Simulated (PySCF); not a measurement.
## How exact exchange moves a shielding

Molecule: SMILES FCC#CCF, C4H4F2.

Geometry (Å), atoms numbered from 1 in this order:
```xyz
10

F    -2.5491   -0.8794    0.9838
C    -2.0549   -0.0855   -0.0165
C    -0.6007   -0.0209   -0.0039
C     0.6092    0.0425   -0.0003
C     2.0625    0.1278    0.0142
F     2.6318   -0.5220   -1.0478
H    -2.3944   -0.4846   -0.9887
H    -2.4731    0.9300    0.0991
H     2.4453   -0.3158    0.9503
H     2.3740    1.1869   -0.0119
```

GIAO shieldings (ppm, equivalent atoms averaged) in PySCF 2.14.0 with density-fitted response routines on the PBE0-D3(BJ)/def2-SVP geometry, basis pcSseg-2, gas phase, non-relativistic:

| functional | exact exchange (%) | σ(F1/F6) | σ(C3/C4) | σ(C2/C5) |
| --- | --- | --- | --- | --- |
| BLYP | 0 | 400.9 | 81.7 | 98.9 |
| BP86 | 0 | 406.1 | 84.9 | 103.5 |
| PBE | 0 | 405.0 | 84.4 | 103.5 |
| PBE0 | 25 | 416.8 | 89.4 | 111.2 |
| mPW1PW91 | 25 | 416.7 | 89.1 | 110.6 |
| BHandHLYP | 50 | 423.2 | 91.1 | 114.1 |
| HF | 100 | 438.5 | 100.6 | 127.4 |

Q: Fit each shielding as a line in the percentage of exact exchange.

A: σ(F1/F6) = 405.4 + 0.35 x (rms 2.3 ppm); σ(C3/C4) = 84.0 + 0.17 x (rms 1.2 ppm); σ(C2/C5) = 102.7 + 0.25 x (rms 1.9 ppm). The functionals also differ in their semilocal parts, which the line can't hold; Hartree–Fock has no correlation at all.

Q: What does the line predict for B3LYP (20 %), and what does the run give?

A: σ(F1/F6): 412.4 predicted, 411.4 computed; σ(C3/C4): 87.4 predicted, 85.6 computed; σ(C2/C5): 107.7 predicted, 105.5 computed ppm.
